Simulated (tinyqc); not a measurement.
UHF in the sto-3g basis, for H2O+, spin multiplicity 2, step by step (part 1 of 3). Computed by tinyqc, a small Python program that keeps every step (integrals from PySCF). Settings: charge = 1, multiplicity = 2, basis = sto-3g, energy threshold = 1e-08, iteration cap = 79, orthogonalisation = symmetric, start = random, DIIS depth = 3, damping = 0.2, method = UHF. Command: `OMP_NUM_THREADS=1 python tinyqc.py 30901 30902 out.jsonl` (the two numbers bound the seeds that draw the settings). One thread of a shared host (Intel(R) Xeon(R) Processor @ 2.60GHz), about 0.1 s of CPU time with the checks. Later iterations appear only in the table of the cycle.

## One-electron integrals

Geometry (angstrom):
```
atom         x          y         z
O     0.000000   0.000000  0.000000
H     0.000000   0.810000  0.724000
H     0.000000  -0.870000  0.778000
```

Basis sto-3g: exponents (1/bohr^2) and contraction coefficients of normalised primitives:
```
element  l (shell)    exponent  coefficient
O            s (1)  130.709320     0.154329
O            s (1)   23.808861     0.535328
O            s (1)    6.443608     0.444635
O            s (2)    5.033151    -0.099967
O            s (2)    1.169596     0.399513
O            s (2)    0.380389     0.700115
O            p (3)    5.033151     0.155916
O            p (3)    1.169596     0.607684
O            p (3)    0.380389     0.391957
H            s (1)    3.425251     0.154329
H            s (1)    0.623914     0.535328
H            s (1)    0.168855     0.444635
```

Overlap, kinetic and nuclear-attraction integrals over the contracted functions; the nuclear repulsion is the sum of Za Zb / Rab.

nuclear repulsion = 7.83875947 hartree

overlap S, order 1O 1s, 1O 2s, 1O 2px, 1O 2py, 1O 2pz, 2H 1s, 3H 1s:
$$\begin{pmatrix}
1.000000 & 0.236704 & 0.000000 & 0.000000 & 0.000000 & 0.039669 & 0.032756 \\
0.236704 & 1.000000 & 0.000000 & 0.000000 & 0.000000 & 0.394118 & 0.348268 \\
0.000000 & 0.000000 & 1.000000 & 0.000000 & 0.000000 & 0.000000 & 0.000000 \\
0.000000 & 0.000000 & 0.000000 & 1.000000 & 0.000000 & 0.257860 & -0.234717 \\
0.000000 & 0.000000 & 0.000000 & 0.000000 & 1.000000 & 0.230482 & 0.209897 \\
0.039669 & 0.394118 & 0.000000 & 0.257860 & 0.230482 & 1.000000 & 0.196894 \\
0.032756 & 0.348268 & 0.000000 & -0.234717 & 0.209897 & 0.196894 & 1.000000
\end{pmatrix}$$

kinetic energy T (hartree), order 1O 1s, 1O 2s, 1O 2px, 1O 2py, 1O 2pz, 2H 1s, 3H 1s:
$$\begin{pmatrix}
29.003200 & -0.168011 & 0.000000 & 0.000000 & 0.000000 & -0.008169 & -0.008923 \\
-0.168011 & 0.808128 & 0.000000 & 0.000000 & 0.000000 & 0.075190 & 0.049833 \\
0.000000 & 0.000000 & 2.528731 & 0.000000 & 0.000000 & 0.000000 & 0.000000 \\
0.000000 & 0.000000 & 0.000000 & 2.528731 & 0.000000 & 0.145286 & -0.111433 \\
0.000000 & 0.000000 & 0.000000 & 0.000000 & 2.528731 & 0.129861 & 0.099650 \\
-0.008169 & 0.075190 & 0.000000 & 0.145286 & 0.129861 & 0.760032 & -0.001807 \\
-0.008923 & 0.049833 & 0.000000 & -0.111433 & 0.099650 & -0.001807 & 0.760032
\end{pmatrix}$$

nuclear attraction V (hartree), order 1O 1s, 1O 2s, 1O 2px, 1O 2py, 1O 2pz, 2H 1s, 3H 1s:
$$\begin{pmatrix}
-61.558947 & -7.405698 & 0.000000 & -0.001201 & -0.014991 & -1.271915 & -1.048366 \\
-7.405698 & -9.988171 & 0.000000 & -0.013397 & -0.183853 & -3.050804 & -2.633641 \\
0.000000 & 0.000000 & -9.858283 & 0.000000 & 0.000000 & 0.000000 & 0.000000 \\
-0.001201 & -0.013397 & 0.000000 & -9.952809 & -0.007654 & -1.760073 & 1.549460 \\
-0.014991 & -0.183853 & 0.000000 & -0.007654 & -9.933835 & -1.626210 & -1.436557 \\
-1.271915 & -3.050804 & 0.000000 & -1.760073 & -1.626210 & -5.352355 & -1.121768 \\
-1.048366 & -2.633641 & 0.000000 & 1.549460 & -1.436557 & -1.121768 & -5.110434
\end{pmatrix}$$

core Hamiltonian H = T + V (hartree), order 1O 1s, 1O 2s, 1O 2px, 1O 2py, 1O 2pz, 2H 1s, 3H 1s:
$$\begin{pmatrix}
-32.555747 & -7.573709 & 0.000000 & -0.001201 & -0.014991 & -1.280084 & -1.057289 \\
-7.573709 & -9.180043 & 0.000000 & -0.013397 & -0.183853 & -2.975614 & -2.583809 \\
0.000000 & 0.000000 & -7.329551 & 0.000000 & 0.000000 & 0.000000 & 0.000000 \\
-0.001201 & -0.013397 & 0.000000 & -7.424078 & -0.007654 & -1.614786 & 1.438027 \\
-0.014991 & -0.183853 & 0.000000 & -0.007654 & -7.405104 & -1.496349 & -1.336907 \\
-1.280084 & -2.975614 & 0.000000 & -1.614786 & -1.496349 & -4.592323 & -1.123575 \\
-1.057289 & -2.583809 & 0.000000 & 1.438027 & -1.336907 & -1.123575 & -4.350402
\end{pmatrix}$$

## Two-electron integrals

Functions are numbered as in S; the eight-fold symmetry (ij|kl) = (ji|kl) = (kl|ij) leaves the list below.

Two-electron integrals (ij|kl) in chemists' order, unique and non-zero (hartree):
```
(11|11) 4.785065    (21|11) 0.741380    (21|21) 0.136873    (22|11) 1.118947
(22|21) 0.256633    (22|22) 0.817206    (31|31) 0.024477    (32|31) 0.037809
(32|32) 0.180518    (33|11) 1.115814    (33|21) 0.256684    (33|22) 0.817023
(33|33) 0.880159    (41|41) 0.024477    (42|41) 0.037809    (42|42) 0.180518
(43|43) 0.047444    (44|11) 1.115814    (44|21) 0.256684    (44|22) 0.817023
(44|33) 0.785270    (44|44) 0.880159    (51|51) 0.024477    (52|51) 0.037809
(52|52) 0.180518    (53|53) 0.047444    (54|54) 0.047444    (55|11) 1.115814
(55|21) 0.256684    (55|22) 0.817023    (55|33) 0.785270    (55|44) 0.785270
(55|55) 0.880159    (61|11) 0.125828    (61|21) 0.023048    (61|22) 0.042983
(61|33) 0.042898    (61|41) 0.000791    (61|42) 0.001486    (61|44) 0.043042
(61|51) 0.000707    (61|52) 0.001328    (61|54) 0.000129    (61|55) 0.043013
(61|61) 0.003931    (62|11) 0.321163    (62|21) 0.074649    (62|22) 0.265012
(62|33) 0.260392    (62|41) 0.004187    (62|42) 0.032640    (62|44) 0.267952
(62|51) 0.003742    (62|52) 0.029174    (62|54) 0.006758    (62|55) 0.266432
(62|61) 0.012832    (62|62) 0.108437    (63|31) 0.007626    (63|32) 0.045063
(63|43) 0.006694    (63|53) 0.005984    (63|63) 0.015060    (64|11) 0.177224
(64|21) 0.041708    (64|22) 0.158078    (64|33) 0.150987    (64|41) 0.009668
(64|42) 0.063388    (64|44) 0.168659    (64|51) 0.001825    (64|52) 0.016379
(64|54) 0.009812    (64|55) 0.154409    (64|61) 0.007470    (64|62) 0.078595
(64|64) 0.071365    (65|11) 0.158407    (65|21) 0.037280    (65|22) 0.141295
(65|33) 0.134956    (65|41) 0.001825    (65|42) 0.016379    (65|44) 0.138785
(65|51) 0.009257    (65|52) 0.059703    (65|54) 0.010116    (65|55) 0.149982
(65|61) 0.006677    (65|62) 0.070250    (65|64) 0.050327    (65|65) 0.060044
(66|11) 0.476036    (66|21) 0.112434    (66|22) 0.459045    (66|33) 0.440872
(66|41) 0.007823    (66|42) 0.085190    (66|44) 0.470857    (66|51) 0.006993
(66|52) 0.076146    (66|54) 0.026801    (66|55) 0.464828    (66|61) 0.019475
(66|62) 0.241629    (66|64) 0.199843    (66|65) 0.178626    (66|66) 0.774606
(71|11) 0.103756    (71|21) 0.019013    (71|22) 0.035485    (71|33) 0.035416
(71|41) -0.000643   (71|42) -0.001215   (71|44) 0.035535    (71|51) 0.000575
(71|52) 0.001086    (71|54) -0.000106   (71|55) 0.035511    (71|61) 0.003198
(71|62) 0.010292    (71|64) 0.005500    (71|65) 0.005359    (71|66) 0.015492
(71|71) 0.002674    (72|11) 0.276969    (72|21) 0.064428    (72|22) 0.230202
(72|33) 0.226117    (72|41) -0.003604   (72|42) -0.028668   (72|44) 0.232800
(72|51) 0.003223    (72|52) 0.025636    (72|54) -0.005976   (72|55) 0.231461
(72|61) 0.010759    (72|62) 0.076967    (72|64) 0.038437    (72|65) 0.048720
(72|66) 0.141422    (72|71) 0.009142    (72|72) 0.083364    (73|31) 0.006435
(73|32) 0.038563    (73|43) -0.005803   (73|53) 0.005190    (73|63) 0.010217
(73|73) 0.011303    (74|11) -0.156495   (74|21) -0.036847   (74|22) -0.140567
(74|33) -0.134339   (74|41) 0.008227    (74|42) 0.054946    (74|44) -0.149788
(74|51) -0.001603   (74|52) -0.014650   (74|54) 0.008626    (74|55) -0.137412
(74|61) -0.005894   (74|62) -0.039744   (74|64) -0.010065   (74|65) -0.024623
(74|66) -0.065900   (74|71) -0.005436   (74|72) -0.061898   (74|74) 0.056745
(75|11) 0.139946    (75|21) 0.032950    (75|22) 0.125703    (75|33) 0.120133
(75|41) -0.001603   (75|42) -0.014650   (75|44) 0.123569    (75|51) 0.007868
(75|52) 0.051664    (75|54) -0.008876   (75|55) 0.133260    (75|61) 0.005728
(75|62) 0.049539    (75|64) 0.024273    (75|65) 0.041116    (75|66) 0.099581
(75|71) 0.004861    (75|72) 0.055352    (75|74) -0.040636   (75|75) 0.047643
(76|11) 0.109942    (76|21) 0.025836    (76|22) 0.101000    (76|33) 0.098416
(76|41) -0.000029   (76|42) -0.000373   (76|44) 0.100166    (76|51) 0.001945
(76|52) 0.018750    (76|54) -0.000104   (76|55) 0.104306    (76|61) 0.004403
(76|62) 0.042050    (76|64) 0.026238    (76|65) 0.030690    (76|66) 0.100385
(76|71) 0.003637    (76|72) 0.037409    (76|74) -0.024289   (76|75) 0.027881
(76|76) 0.021179    (77|11) 0.445925    (77|21) 0.105385    (77|22) 0.433786
(77|33) 0.417183    (77|41) -0.007004   (77|42) -0.078568   (77|44) 0.444567
(77|51) 0.006263    (77|52) 0.070259    (77|54) -0.024488   (77|55) 0.439081
(77|61) 0.017589    (77|62) 0.153895    (77|64) 0.069697    (77|65) 0.106226
(77|66) 0.311467    (77|71) 0.015047    (77|72) 0.206453    (77|74) -0.174983
(77|75) 0.156479    (77|76) 0.100385    (77|77) 0.774606
```

## Orthogonalisation

S = U s U^T; symmetric (Loewdin) form X = U s^(-1/2) U^T, so that X^T S X = 1.

eigenvalues of S: [0.443112, 0.546688, 0.880352, 1.000000, 1.109188, 1.262414, 1.758244]

X, order 1O 1s, 1O 2s, 1O 2px, 1O 2py, 1O 2pz, 2H 1s, 3H 1s:
$$\begin{pmatrix}
1.023512 & -0.135710 & 0.000000 & -0.000973 & -0.007507 & 0.019308 & 0.017047 \\
-0.135710 & 1.145347 & 0.000000 & 0.011807 & 0.071429 & -0.229491 & -0.188929 \\
0.000000 & 0.000000 & 1.000000 & 0.000000 & 0.000000 & 0.000000 & 0.000000 \\
-0.000973 & 0.011807 & 0.000000 & 1.061715 & 0.006048 & -0.170658 & 0.151200 \\
-0.007507 & 0.071429 & 0.000000 & 0.006048 & 1.041348 & -0.131379 & -0.111964 \\
0.019308 & -0.229491 & 0.000000 & -0.170658 & -0.131379 & 1.136908 & -0.069828 \\
0.017047 & -0.188929 & 0.000000 & 0.151200 & -0.111964 & -0.069828 & 1.105367
\end{pmatrix}$$

## Starting guess

The start is random orthonormal orbitals; D(s) = C_occ C_occ^T for each spin.

D(alpha) at the start, order 1O 1s, 1O 2s, 1O 2px, 1O 2py, 1O 2pz, 2H 1s, 3H 1s:
$$\begin{pmatrix}
0.761233 & -0.198535 & 0.083479 & -0.177770 & -0.177330 & -0.227960 & -0.109372 \\
-0.198535 & 1.311690 & -0.271952 & 0.081519 & 0.299820 & -0.497154 & -0.295418 \\
0.083479 & -0.271952 & 0.204385 & 0.000643 & 0.170320 & -0.155702 & 0.250396 \\
-0.177770 & 0.081519 & 0.000643 & 1.078178 & -0.056896 & -0.574387 & 0.252128 \\
-0.177330 & 0.299820 & 0.170320 & -0.056896 & 1.026144 & -0.401333 & -0.360656 \\
-0.227960 & -0.497154 & -0.155702 & -0.574387 & -0.401333 & 1.027476 & -0.229277 \\
-0.109372 & -0.295418 & 0.250396 & 0.252128 & -0.360656 & -0.229277 & 1.149043
\end{pmatrix}$$

D(beta) at the start, order 1O 1s, 1O 2s, 1O 2px, 1O 2py, 1O 2pz, 2H 1s, 3H 1s:
$$\begin{pmatrix}
0.728153 & -0.104449 & 0.052439 & -0.142067 & -0.285761 & -0.247773 & -0.001026 \\
-0.104449 & 1.044096 & -0.183671 & -0.020026 & 0.608212 & -0.440803 & -0.603571 \\
0.052439 & -0.183671 & 0.175261 & 0.034144 & 0.068579 & -0.174292 & 0.352057 \\
-0.142067 & -0.020026 & 0.034144 & 1.039645 & 0.060130 & -0.553004 & 0.135192 \\
-0.285761 & 0.608212 & 0.068579 & 0.060130 & 0.670734 & -0.466274 & -0.005522 \\
-0.247773 & -0.440803 & -0.174292 & -0.553004 & -0.466274 & 1.015610 & -0.164385 \\
-0.001026 & -0.603571 & 0.352057 & 0.135192 & -0.005522 & -0.164385 & 0.794185
\end{pmatrix}$$

## Iteration 1: building the Fock matrix

J_ij = sum D_kl (ij|kl) with D = D(alpha) + D(beta), K_ij = sum D_kl (ik|jl) for each spin; F = H + J - K(s); E = tr D H + tr D J / 2 - 0.5 sum_s tr D(s) K(s) + E_nn.

Coulomb J (hartree), order 1O 1s, 1O 2s, 1O 2px, 1O 2py, 1O 2pz, 2H 1s, 3H 1s:
$$\begin{pmatrix}
13.604946 & 2.623204 & -0.025078 & -0.028013 & 0.030122 & 0.442012 & 0.366448 \\
2.623204 & 6.802038 & -0.137494 & -0.109199 & 0.278114 & 2.263890 & 2.024175 \\
-0.025078 & -0.137494 & 6.684393 & -0.008110 & 0.024973 & -0.033294 & -0.024440 \\
-0.028013 & -0.109199 & -0.008110 & 6.875090 & -0.020967 & 1.341729 & -1.290623 \\
0.030122 & 0.278114 & 0.024973 & -0.020967 & 6.829392 & 1.300059 & 1.197884 \\
0.442012 & 2.263890 & -0.033294 & 1.341729 & 1.300059 & 4.307831 & 0.925444 \\
0.366448 & 2.024175 & -0.024440 & -1.290623 & 1.197884 & 0.925444 & 4.374598
\end{pmatrix}$$

exchange K(alpha) (hartree), order 1O 1s, 1O 2s, 1O 2px, 1O 2py, 1O 2pz, 2H 1s, 3H 1s:
$$\begin{pmatrix}
3.473435 & 0.550915 & 0.017715 & -0.230216 & -0.223075 & -0.087820 & 0.016974 \\
0.550915 & 1.121386 & -0.227984 & -0.131577 & -0.034141 & 0.245252 & 0.340176 \\
0.017715 & -0.227984 & 0.452273 & -0.059107 & 0.151263 & -0.098533 & 0.043145 \\
-0.230216 & -0.131577 & -0.059107 & 1.005820 & -0.115685 & 0.054998 & -0.280055 \\
-0.223075 & -0.034141 & 0.151263 & -0.115685 & 0.973573 & 0.071683 & 0.135388 \\
-0.087820 & 0.245252 & -0.098533 & 0.054998 & 0.071683 & 0.443351 & 0.081334 \\
0.016974 & 0.340176 & 0.043145 & -0.280055 & 0.135388 & 0.081334 & 0.754142
\end{pmatrix}$$

exchange K(beta) (hartree), order 1O 1s, 1O 2s, 1O 2px, 1O 2py, 1O 2pz, 2H 1s, 3H 1s:
$$\begin{pmatrix}
3.415964 & 0.560820 & 0.011635 & -0.228707 & -0.240971 & -0.086099 & 0.028787 \\
0.560820 & 0.770733 & -0.127832 & -0.179195 & 0.275813 & 0.181950 & 0.177878 \\
0.011635 & -0.127832 & 0.350040 & -0.048389 & 0.076663 & -0.079625 & 0.089308 \\
-0.228707 & -0.179195 & -0.048389 & 0.911146 & -0.068897 & 0.040620 & -0.254771 \\
-0.240971 & 0.275813 & 0.076663 & -0.068897 & 0.657167 & 0.122944 & 0.238053 \\
-0.086099 & 0.181950 & -0.079625 & 0.040620 & 0.122944 & 0.429149 & 0.048342 \\
0.028787 & 0.177878 & 0.089308 & -0.254771 & 0.238053 & 0.048342 & 0.515177
\end{pmatrix}$$

F(alpha) (hartree), order 1O 1s, 1O 2s, 1O 2px, 1O 2py, 1O 2pz, 2H 1s, 3H 1s:
$$\begin{pmatrix}
-22.424236 & -5.501419 & -0.042793 & 0.201002 & 0.238206 & -0.750252 & -0.707816 \\
-5.501419 & -3.499391 & 0.090490 & 0.008980 & 0.128402 & -0.956976 & -0.899809 \\
-0.042793 & 0.090490 & -1.097431 & 0.050997 & -0.126291 & 0.065239 & -0.067584 \\
0.201002 & 0.008980 & 0.050997 & -1.554808 & 0.087064 & -0.328055 & 0.427459 \\
0.238206 & 0.128402 & -0.126291 & 0.087064 & -1.549285 & -0.267973 & -0.274411 \\
-0.750252 & -0.956976 & 0.065239 & -0.328055 & -0.267973 & -0.727844 & -0.279465 \\
-0.707816 & -0.899809 & -0.067584 & 0.427459 & -0.274411 & -0.279465 & -0.729946
\end{pmatrix}$$

F(beta) (hartree), order 1O 1s, 1O 2s, 1O 2px, 1O 2py, 1O 2pz, 2H 1s, 3H 1s:
$$\begin{pmatrix}
-22.366765 & -5.511324 & -0.036713 & 0.199493 & 0.256102 & -0.751973 & -0.719629 \\
-5.511324 & -3.148738 & -0.009662 & 0.056599 & -0.181551 & -0.893674 & -0.737511 \\
-0.036713 & -0.009662 & -0.995198 & 0.040279 & -0.051690 & 0.046331 & -0.113747 \\
0.199493 & 0.056599 & 0.040279 & -1.460135 & 0.040276 & -0.313677 & 0.402176 \\
0.256102 & -0.181551 & -0.051690 & 0.040276 & -1.232879 & -0.319234 & -0.377076 \\
-0.751973 & -0.893674 & 0.046331 & -0.313677 & -0.319234 & -0.713642 & -0.246473 \\
-0.719629 & -0.737511 & -0.113747 & 0.402176 & -0.377076 & -0.246473 & -0.490981
\end{pmatrix}$$

total energy of this density = -59.77482766 hartree

This density is the starting one.

## Iteration 1: diagonalisation and new density

Diagonalise F' = X^T F X, C = X C', fill 5 alpha and 4 beta electrons from the bottom; D(s) = C_occ C_occ^T; the new density keeps 0.2 of the old one (damping). Each column has its largest component positive (the first on a tie).

F' = X^T F X (alpha) (hartree):
$$\begin{pmatrix}
-22.076850 & -2.642017 & -0.055074 & 0.198963 & 0.190133 & -0.004171 & -0.030689 \\
-2.642017 & -2.548415 & 0.098828 & -0.043833 & 0.129089 & -0.263797 & -0.297749 \\
-0.055074 & 0.098828 & -1.097431 & 0.033138 & -0.125423 & 0.065186 & -0.075236 \\
0.198963 & -0.043833 & 0.033138 & -1.518824 & 0.075766 & -0.090402 & 0.200783 \\
0.190133 & 0.129089 & -0.125423 & 0.075766 & -1.539862 & -0.072443 & -0.073496 \\
-0.004171 & -0.263797 & 0.065186 & -0.090402 & -0.072443 & -0.454074 & -0.030558 \\
-0.030689 & -0.297749 & -0.075236 & 0.200783 & -0.073496 & -0.030558 & -0.461908
\end{pmatrix}$$

orbital energies (alpha) (hartree): MO1 -22.432107, MO2 -2.306813, MO3 -1.651192, MO4 -1.476067, MO5 -1.070450, MO6 -0.398162, MO7 -0.362572

coefficients C (alpha), order 1O 1s, 1O 2s, 1O 2px, 1O 2py, 1O 2pz, 2H 1s, 3H 1s:
$$\begin{pmatrix}
0.996764 & -0.254753 & -0.037932 & -0.000692 & -0.018394 & 0.059796 & 0.054075 \\
0.014645 & 1.045410 & 0.157037 & 0.082377 & 0.057585 & -0.429663 & -0.333722 \\
0.001911 & -0.098447 & 0.193785 & 0.118717 & 0.959477 & 0.071232 & -0.113966 \\
-0.008978 & 0.095612 & -0.667415 & 0.738000 & 0.110694 & -0.213490 & 0.349660 \\
-0.008843 & -0.096314 & 0.693882 & 0.699371 & -0.235689 & -0.248799 & -0.148326 \\
-0.006560 & -0.068954 & -0.004585 & -0.088157 & -0.102333 & 1.158561 & -0.177579 \\
-0.004842 & -0.015075 & 0.017431 & -0.059261 & 0.130875 & 0.072030 & 1.127702
\end{pmatrix}$$

F' = X^T F X (beta) (hartree):
$$\begin{pmatrix}
-22.009734 & -2.697705 & -0.036960 & 0.187477 & 0.247963 & -0.005524 & -0.058322 \\
-2.697705 & -2.220109 & 0.001557 & 0.024668 & -0.185345 & -0.251438 & -0.182935 \\
-0.036960 & 0.001557 & -0.995198 & 0.017269 & -0.047350 & 0.062042 & -0.115890 \\
0.187477 & 0.024668 & 0.017269 & -1.420400 & 0.017539 & -0.093799 & 0.213174 \\
0.247963 & -0.185345 & -0.047350 & 0.017539 & -1.203499 & -0.085924 & -0.191020 \\
-0.005524 & -0.251438 & 0.062042 & -0.093799 & -0.085924 & -0.450761 & -0.030858 \\
-0.058322 & -0.182935 & -0.115890 & 0.213174 & -0.191020 & -0.030858 & -0.221256
\end{pmatrix}$$

orbital energies (beta) (hartree): MO1 -22.375335, MO2 -1.998521, MO3 -1.471847, MO4 -1.165986, MO5 -0.990169, MO6 -0.391568, MO7 -0.127531

coefficients C (beta), order 1O 1s, 1O 2s, 1O 2px, 1O 2py, 1O 2pz, 2H 1s, 3H 1s:
$$\begin{pmatrix}
0.996548 & -0.245676 & -0.014562 & 0.086350 & -0.030739 & 0.060449 & 0.031351 \\
0.015460 & 1.029267 & 0.105718 & -0.305143 & 0.107553 & -0.428778 & -0.253974 \\
0.001703 & 0.013800 & -0.103235 & 0.315545 & 0.930815 & 0.089549 & -0.123063 \\
-0.008793 & -0.028580 & 0.978932 & 0.218082 & 0.100983 & -0.237234 & 0.325826 \\
-0.009484 & 0.345828 & -0.104900 & 0.874172 & -0.323809 & -0.236074 & -0.252878 \\
-0.006726 & -0.068427 & -0.042132 & -0.082183 & -0.106143 & 1.163118 & -0.139621 \\
-0.004380 & -0.081560 & -0.059721 & 0.118332 & 0.099306 & 0.038721 & 1.123607
\end{pmatrix}$$

D(alpha) after iteration 1, order 1O 1s, 1O 2s, 1O 2px, 1O 2py, 1O 2pz, 2H 1s, 3H 1s:
$$\begin{pmatrix}
1.000419 & -0.246745 & 0.018219 & -0.043984 & -0.040864 & -0.035076 & -0.025085 \\
-0.246745 & 1.164626 & -0.060332 & 0.066050 & 0.101714 & -0.168276 & -0.067434 \\
0.018219 & -0.060332 & 0.826427 & 0.044174 & 0.034719 & -0.113352 & 0.148790 \\
-0.043984 & 0.066050 & 0.044174 & 1.024885 & 0.002869 & -0.178766 & 0.016603 \\
-0.040864 & 0.101714 & 0.034719 & 0.002869 & 1.033626 & -0.107481 & -0.119093 \\
-0.035076 & -0.168276 & -0.113352 & -0.178766 & -0.107481 & 0.223945 & -0.051597 \\
-0.025085 & -0.067434 & 0.148790 & 0.016603 & -0.119093 & -0.051597 & 0.246764
\end{pmatrix}$$

D(beta) after iteration 1, order 1O 1s, 1O 2s, 1O 2px, 1O 2py, 1O 2pz, 2H 1s, 3H 1s:
$$\begin{pmatrix}
0.994537 & -0.233168 & 0.032134 & -0.026145 & -0.071072 & -0.046655 & 0.021203 \\
-0.233168 & 1.139954 & -0.111110 & 0.001908 & 0.184015 & -0.128089 & -0.221863 \\
0.032134 & -0.111110 & 0.123388 & -0.019295 & 0.246857 & -0.052890 & 0.104308 \\
-0.026145 & 0.001908 & -0.019295 & 1.013339 & 0.074547 & -0.156323 & 0.002809 \\
-0.071072 & 0.184015 & 0.246857 & 0.074547 & 0.850041 & -0.166073 & 0.064130 \\
-0.046655 & -0.128089 & -0.052890 & -0.156323 & -0.166073 & 0.213727 & -0.034156 \\
0.021203 & -0.221863 & 0.104308 & 0.002809 & 0.064130 & -0.034156 & 0.178229
\end{pmatrix}$$
